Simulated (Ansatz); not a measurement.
Geometry optimisation, RKS B3LYP/def2-SVP (Ansatz).

Input:

```yaml
crystal:
  periodic: [false, false, false]
  atoms:
    - { symbol: Si, position_ang: [-0.863, 1.0529, -0.0805] }
    - { symbol: Al, position_ang: [0.8716, -0.4178, -0.3894] }
    - { symbol: S, position_ang: [0.5387, -2.618, 0.0283] }
    - { symbol: H, position_ang: [-2.0246, 0.3742, 0.3661] }
    - { symbol: H, position_ang: [-1.2075, 1.753, -1.3885] }
    - { symbol: H, position_ang: [-0.5374, 2.1232, 0.9079] }
    - { symbol: H, position_ang: [2.3246, 0.117, -0.8807] }
    - { symbol: H, position_ang: [0.9897, -2.4415, 1.3809] }
basis:
  gaussian: { orbitals: def2-SVP }
hamiltonian:
  xc: b3lyp
relax:
  f_tol: 0.015
  max_steps: 40
output:
  orbitals: {}
```

Run as:

```bash
$ ansatz run input.yaml --threads 1 --pin off --max-ram 2048MiB --backend cpu --events-out ev --progress --plain --runs-dir out
```

**Question.** Where does it end, and by what steps?

**Answer.** The run converged. The force dipped under the threshold on the way, but the program's further checks kept it going. After 13 steps the energy has fallen by 0.626 eV; H8 moved furthest, 1.23 Å.

```json
{"step": "0", "energy less start (eV)": "0.0000", "largest force component (eV/Å)": "1.860", "accepted": "yes"}
{"step": "1", "energy less start (eV)": "-0.2665", "largest force component (eV/Å)": "0.569", "accepted": "yes"}
{"step": "2", "energy less start (eV)": "-0.2941", "largest force component (eV/Å)": "0.108", "accepted": "yes"}
{"step": "3", "energy less start (eV)": "-0.3188", "largest force component (eV/Å)": "0.234", "accepted": "yes"}
{"step": "4", "energy less start (eV)": "-0.3739", "largest force component (eV/Å)": "0.490", "accepted": "yes"}
{"step": "5", "energy less start (eV)": "-0.4183", "largest force component (eV/Å)": "0.992", "accepted": "yes"}
{"step": "6", "energy less start (eV)": "-0.5299", "largest force component (eV/Å)": "0.393", "accepted": "yes"}
{"step": "7", "energy less start (eV)": "-0.5699", "largest force component (eV/Å)": "0.726", "accepted": "yes"}
{"step": "8", "energy less start (eV)": "-0.6168", "largest force component (eV/Å)": "0.304", "accepted": "yes"}
{"step": "9", "energy less start (eV)": "-0.6157", "largest force component (eV/Å)": "0.355", "accepted": "no"}
{"step": "10", "energy less start (eV)": "-0.6231", "largest force component (eV/Å)": "0.052", "accepted": "yes"}
{"step": "11", "energy less start (eV)": "-0.6256", "largest force component (eV/Å)": "0.014", "accepted": "yes"}
{"step": "12", "energy less start (eV)": "-0.6258", "largest force component (eV/Å)": "0.026", "accepted": "yes"}
{"step": "13", "energy less start (eV)": "-0.6259", "largest force component (eV/Å)": "0.002", "accepted": "yes"}
```

```xyz
8
Properties=species:S:1:pos:R:3
Si -0.991 1.193 -0.132
Al 0.857 -0.422 -0.065
S 0.388 -2.466 0.601
H -2.278 0.600 0.344
H -1.204 1.695 -1.527
H -0.688 2.384 0.723
H 2.357 -0.103 -0.468
H 1.650 -2.939 0.467
```

The run took 35 s on 1 thread of Arm Neoverse V2, with other jobs on the host, peak memory 0.15 GiB.
